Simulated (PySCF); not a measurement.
Ground-state electric properties of a mixed set of molecules.

All values: PBE0/def2-SVPD (PySCF) at PBE0-D3(BJ)/def2-SVP geometries, gas phase, one conformer each. Core orbitals are frozen in the response; Δα² is half the sum of the squared differences of the principal polarisabilities. Atoms past krypton carry effective core potentials.

(1) Rank by polarisability anisotropy Δα, lowest first.
A. `C[S][Ta](=[NH])([S]C)[S]C` (Ta(NH)(SMe)3)
B. `[NH2:1][C@:2]12[CH2:3][C@:4]([B:5]([OH:6])[OH:7])([CH2:8]1)[CH2:9]2` with H–N1–C2–C3 64° and -177°, C3–C4–B5–O6 -50°, C4–B5–O6–H -179°, C4–B5–O7–H 179°
C. `[Na][Li]` (lithium sodium)
D. `[cH:1]1[cH:2][cH:3][c:4]2[c:5]([cH:6]1)[CH2:7][CH2:8][S:9]2` with C4–C5–C7–C8 23°, C5–C7–C8–S9 -33°, C7–C8–S9–C4 27°, C3–C4–S9–C8 166° (2,3-dihydrobenzo[b]thiophene)
E. `[CH3:1][CH2:2][C@@H:3]1[CH2:4][CH:5]=[CH:6][S:7]1(=[O:8])=[O:9]` with C1–C2–C3–C4 -176°, C2–C3–C4–C5 -144°, C3–C4–C5–C6 14°, C5–C6–S7–O8 100°, C2–C3–S7–C6 145°
F. `[SiH3:1][O:2][C:3]1=[CH:4][CH:5]=[CH:6][C:7]12[CH2:8][CH2:9]2` with Si1–O2–C3–C4 1°

(2) Rank by HOMO energy, lowest first.
A. `c1c2CCSc2ccc1`
B. `C[S][Ta](=[NH])([S]C)[S]C`
C. `CC[C@@H]1CC=CS1(=O)=O`
D. `[Li][Na]`
E. `[SiH3]OC1=CC=CC12CC2`

(3) Rank by dipole moment, highest first.
A. `[CH3:1][CH2:2][C@@H:3]1[CH2:4][CH:5]=[CH:6][S:7]1(=[O:8])=[O:9]` with C1–C2–C3–C4 -176°, C2–C3–C4–C5 -144°, C3–C4–C5–C6 14°, C5–C6–S7–O8 100°, C2–C3–S7–C6 145°
B. Ta(NH)(SMe)3 (`C[S][Ta](=[NH])([S]C)[S]C`)
C. `[cH:1]1[cH:2][cH:3][c:4]2[c:5]([cH:6]1)[CH2:7][CH2:8][S:9]2` with C4–C5–C7–C8 23°, C5–C7–C8–S9 -33°, C7–C8–S9–C4 27°, C3–C4–S9–C8 166° (2,3-dihydrobenzo[b]thiophene)
D. `[SiH3:1][O:2][C:3]1=[CH:4][CH:5]=[CH:6][C:7]12[CH2:8][CH2:9]2` with Si1–O2–C3–C4 1°
E. lithium sodium (`[Li][Na]`)
F. `[NH2:1][C@:2]12[CH2:3][C@:4]([B:5]([OH:6])[OH:7])([CH2:8]1)[CH2:9]2` with H–N1–C2–C3 64° and -177°, C3–C4–B5–O6 -50°, C4–B5–O6–H -179°, C4–B5–O7–H 179°

Answers

(1) B (3.20 Å³), E (3.63 Å³), F (6.05 Å³), A (6.61 Å³), D (9.60 Å³), C (18.45 Å³).

(2) C (-8.06 eV), B (-6.82 eV), A (-5.98 eV), E (-5.70 eV), D (-3.63 eV).

(3) A (5.34 D), B (3.64 D), F (2.64 D), C (1.70 D), D (0.78 D), E (0.31 D).

All values together:

```json
{"SMILES": "c1ccc2c(c1)CCS2", "formula": "C8H8S", "μ (D)": "1.70", "HOMO (eV)": "-5.98", "LUMO (eV)": "-0.42", "α (Å³)": "16.36", "Δα (Å³)": "9.60", "electrons": "72", "α per electron (Å³)": "0.227", "ΔSCF removal energy (eV)": "7.71"}
{"SMILES": "[Li][Na]", "formula": "NaLi", "μ (D)": "0.31", "HOMO (eV)": "-3.63", "LUMO (eV)": "-1.34", "α (Å³)": "35.02", "Δα (Å³)": "18.45", "electrons": "14", "α per electron (Å³)": "2.502", "ΔSCF removal energy (eV)": "5.06"}
{"SMILES": "CC[C@@H]1CC=CS1(=O)=O", "formula": "C6H10O2S", "μ (D)": "5.34", "HOMO (eV)": "-8.06", "LUMO (eV)": "-1.00", "α (Å³)": "13.84", "Δα (Å³)": "3.63", "electrons": "78", "α per electron (Å³)": "0.177", "ΔSCF removal energy (eV)": "9.89"}
{"SMILES": "C[S][Ta](=[NH])([S]C)[S]C", "formula": "C3H10NS3Ta", "μ (D)": "3.64", "HOMO (eV)": "-6.82", "LUMO (eV)": "-1.69", "α (Å³)": "23.84", "Δα (Å³)": "6.61", "electrons": "156", "α per electron (Å³)": "0.153", "ΔSCF removal energy (eV)": "–"}
{"SMILES": "N[C@]12C[C@](B(O)O)(C1)C2", "formula": "C5H10BNO2", "μ (D)": "2.64", "HOMO (eV)": "-6.73", "LUMO (eV)": "-0.32", "α (Å³)": "12.74", "Δα (Å³)": "3.20", "electrons": "68", "α per electron (Å³)": "0.187", "ΔSCF removal energy (eV)": "8.76"}
{"SMILES": "[SiH3]OC1=CC=CC12CC2", "formula": "C7H10OSi", "μ (D)": "0.78", "HOMO (eV)": "-5.70", "LUMO (eV)": "-0.40", "α (Å³)": "16.18", "Δα (Å³)": "6.05", "electrons": "74", "α per electron (Å³)": "0.219", "ΔSCF removal energy (eV)": "–"}
```

Conformers: `[cH:1]1[cH:2][cH:3][c:4]2[c:5]([cH:6]1)[CH2:7][CH2:8][S:9]2` with C4–C5–C7–C8 23°, C5–C7–C8–S9 -33°, C7–C8–S9–C4 27°, C3–C4–S9–C8 166°; `[CH3:1][CH2:2][C@@H:3]1[CH2:4][CH:5]=[CH:6][S:7]1(=[O:8])=[O:9]` with C1–C2–C3–C4 -176°, C2–C3–C4–C5 -144°, C3–C4–C5–C6 14°, C5–C6–S7–O8 100°, C2–C3–S7–C6 145°; `C[S][Ta](=[NH])([S]C)[S]C` (singlet state); `[NH2:1][C@:2]12[CH2:3][C@:4]([B:5]([OH:6])[OH:7])([CH2:8]1)[CH2:9]2` with H–N1–C2–C3 64° and -177°, C3–C4–B5–O6 -50°, C4–B5–O6–H -179°, C4–B5–O7–H 179°; `[SiH3:1][O:2][C:3]1=[CH:4][CH:5]=[CH:6][C:7]12[CH2:8][CH2:9]2` with Si1–O2–C3–C4 1°.

A dash marks a removal energy that wasn't run or isn't settled.

How closely does the mean polarisability follow the number of electrons in this set?

The correlation coefficient is -0.29; α per electron runs from 0.153 to 2.502 Å³.
